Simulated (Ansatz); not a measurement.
Input for Ansatz (development build ahead of 0.2.0):

```yaml
crystal:
  periodic: [false, false, false]
  atoms:
    - { symbol: "N", position_ang: [-0.01027, -0.0549, 0.1702] }
    - { symbol: H, position_ang: [0.96642, 0.03328, -0.347] }
    - { symbol: H, position_ang: [-0.44927, 0.84018, -0.17322] }
    - { symbol: H, position_ang: [-0.48522, -0.84133, -0.19551] }
basis:
  gaussian: { orbitals: STO-3G }
hamiltonian:
  xc: hf
correlation:
  method: mp2
  frozen_orbitals: { H: 0, "N": 1 }
```

The input is written out in the form of the current development build from the run's settings.

Results

```
Converged                       : yes
Reference energy                : -55.44427 hartree
Correlation energy              : -0.05149 hartree
Total energy                    : -55.49577 hartree
Spin squared of the determinant : 0.000
```
